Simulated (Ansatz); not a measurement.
`CCOC` → `COC` + `[CH2]` (triplet) at 298.15 K and 1 bar (formal loss of a carbene).

Computed with Ansatz on PBE0-D4/def2-TZVP structures; ΔE is electronic, products minus reactants. CCSD(T)/CBS is the MP2 limit (def2-TZVPP, def2-QZVPP) plus CCSD(T) − MP2 in def2-TZVPP, frozen cores. This one scheme is used for every species. Triplets are unrestricted, without spin–orbit coupling. One conformer a species, not always the lowest.

| species | CCSD(T)/CBS energy (Eh) | H − E (kJ/mol) | S (J/(mol·K)) |
| --- | --- | --- | --- |
| `CCOC` | -194.12862 | 301.2 | 301.7 |
| `COC` | -154.86276 | 223.4 | 264.2 |
| `[CH2]` (triplet) | -39.09499 | 55.4 | 195.3 |

H − E and S are ideal-gas, rigid-rotor, harmonic terms from PBE0-D4/def2-TZVP, for one conformer and one mirror image of each species, with the whole ground term of open shells counted as degenerate. 1 Eh = 2625.50 kJ/mol, R = 8.31446 J/(mol·K).

By hand: ΔE, ΔH, ΔS and ΔG.

ΔE = (-154.86276) + (-39.09499) − (-194.12862) = 0.17087 Eh = 448.6 kJ/mol. Δ(H − E) = 223.4 + 55.4 − 301.2 = -22.4, so ΔH = 426.2 kJ/mol. ΔS = 264.2 + 195.3 − 301.7 = 157.8 J/(mol·K). ΔG = 426.2 − 298.15 × (157.8)/1000 = 379.2 kJ/mol.

By hand: the equilibrium constant, and the temperature at which ΔG would vanish if ΔH and ΔS stayed fixed.

log₁₀ K = −ΔG/(RT ln 10) = -66.4. ΔG = 0 at ΔH/ΔS = 2701 K, far beyond where these terms or the molecules hold.

The number of gas molecules changes by +1, which sets the sign of ΔS. A doubt of 5 kJ/mol in ΔE shifts log₁₀ K by 0.9 here. Other conformers and mirror images would add mixing entropy, several J/(mol·K) or more a flexible species. A triplet takes part, so the spin changes. These are equilibria of isolated gas molecules and say nothing of rates. Largest T1 diagnostic: 0.011 (customary marks: 0.02 for closed shells, 0.045 for open ones).
